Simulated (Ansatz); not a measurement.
# SiBr⁺, triplet: reading a ladder of total energies

Geometry: that of the SiBr, doublet, kept fixed. The singlet lies 3.4 eV lower here.

```xyz
2

Si    0.0000    0.0000    0.0000
Br    0.0000    0.0000    2.2315
```

Basis cc-pVDZ; Ansatz 0.2.0. Only valence electrons are correlated (noble-gas cores and the filled d shells of p-block atoms frozen), which leaves 10 electrons in 26 orbitals. Prefix R: restricted or restricted open-shell reference; prefix U: unrestricted. No spin–orbit coupling is included, and no scalar relativity.

Full CI isn't at hand for all of this; UCCSDT(Q) serves as the reference, and is uncertain by about the last step of the cluster series.

Runs differ by some tens of microhartree through their thresholds and, for an open shell, their frozen cores, so steps under 0.03 kcal/mol mean nothing.

```json
{"level": "UHF", "total energy (hartree)": "-2860.945561"}
{"level": "UMP2", "total energy (hartree)": "-2861.095317"}
{"level": "UCCSD", "total energy (hartree)": "-2861.118432"}
{"level": "UCCSD(T)", "total energy (hartree)": "-2861.124399"}
{"level": "UCCSDT", "total energy (hartree)": "-2861.125533"}
{"level": "UCCSDT(Q)", "total energy (hartree)": "-2861.126098"}
```

What is the correlation energy at UCCSDT(Q), and what share of it do UMP2 and UCCSD(T) recover?

E(corr) = -2861.126098 − (-2860.945561) = -0.180537 hartree = -4.913 eV. UMP2: -0.149756 / -0.180537 = 82.95 %. UCCSD(T): -0.178838 / -0.180537 = 99.06 %.

By how many kcal/mol does UCCSD(T) miss UCCSDT(Q) (1 hartree = 627.509 kcal/mol), and which steps make up the rest?

-2861.124399 − (-2861.126098) = 0.001699 hartree = 1.07 kcal/mol. Steps: UCCSDT − UCCSD(T) = -0.71, UCCSDT(Q) − UCCSDT = -0.35 kcal/mol. Differences between like states or geometries often cancel part of this.
